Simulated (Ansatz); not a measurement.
# How far each method lies from full CI for HAl–AlH, singlet

Geometry: a point of a stretch scan, not a stationary point.

```xyz
4

Al    0.0000   -0.1619    1.3021
Al    0.0000    0.1451   -1.3147
H     0.0000    1.6022    2.6266
H     0.0000   -1.1523   -2.2888
```

Basis 6-31G; Ansatz 0.2.0. Correlated methods freeze the noble-gas cores, which leaves 8 electrons in 20 orbitals. R marks a restricted (for open shells ROHF) determinant, U an unrestricted one. Active spaces: valence = (8e, 10o) chosen from the atoms' valence shells; pair = (2e, 2o) about the gap.

Full CI is exact within this basis and frozen core; it isn't the basis-set limit. The frozen core follows each run's orbitals, which can shift R against U totals by a few meV.

Unrestricted rows (U) aren't spin-pure: their determinants' ⟨S²⟩ exceeds S(S+1) by up to 0.69, so they mix in states of higher spin.

```
UHF ⟨S²⟩                          : 0.685
T1 diagnostic (RCCSD)             : 0.0319
largest doubles amplitude (RCCSD) : 0.213
```

```csv
level,E − E(RHF) (eV)
UHF,-0.2643
RMP2,-1.9617
UMP2,-1.7987
RCCSD,-2.9584
UCCSD,-2.9169
RCCSD(T),-3.0384
UCCSD(T),-3.0137
```

Question: Estimate how far full CI in 6-31G lies from RCCSD(T). The table doesn't fix it; the size of (T) and the diagnostics are the guide.

Answer: Full CI in 6-31G lies 0.96 kcal/mol below RCCSD(T), which is 52 % of the (T) step (-1.84 kcal/mol). T1 is raised, a doubles amplitude is large, RHF is unstable towards spin polarisation, and the rest is a large part of (T).

The other levels:

| level | E − E(full CI) (kcal/mol) | share of correlation (%) | wall time |
| --- | --- | --- | --- |
| CISD | 8.66 | 87.81 | 0.42 s |
| BCCD(T) | 1.01 | 98.58 | 0.42 s |
| RCCSDT | 0.22 | 99.70 | – |
| UCCSDT | 0.28 | 99.61 | – |
| RCCSDT(Q) | 0.05 | 99.94 | 0.96 s |
| UCCSDT(Q) | 0.05 | 99.94 | 6 s |
| RCCSDTQ | 0.01 | 99.99 | 9.5 s |
| CASSCF (pair space) | 56.01 | 21.15 | – |
| NEVPT2 (pair space) | 20.47 | 71.19 | 0.45 s |
| MRCISD (pair space) | 5.49 | 92.28 | – |
| MRCISD+Q (pair space) | 0.17 | 99.76 | 0.57 s |
| CASSCF (valence space) | 12.14 | 82.91 | – |
| NEVPT2 (valence space) | 3.74 | 94.73 | 4.2 s |
| MRCISD (valence space) | 0.43 | 99.39 | – |
| MRCISD+Q (valence space) | 0.20 | 99.71 | 6.5 s |

The correlation energy at full CI, counted from RHF, is -3.080 eV. That run took 71 s on 1 thread of Arm Neoverse V1, shared host over 11,765,097 determinants.

Times hold each run's SCF and search for its determinant on a shared host, so for small cases they say little of a method's own cost; they ran on 1 thread of Arm Neoverse V1.

The full-CI state has the irrep A' of Cs, in the program's axes.

Natural occupations of full CI about the gap: 1.962 1.945 1.902 1.799 0.162 0.084 0.042 0.030 0.025 0.020; effectively unpaired electrons, Σ n²(2−n)², 0.31.
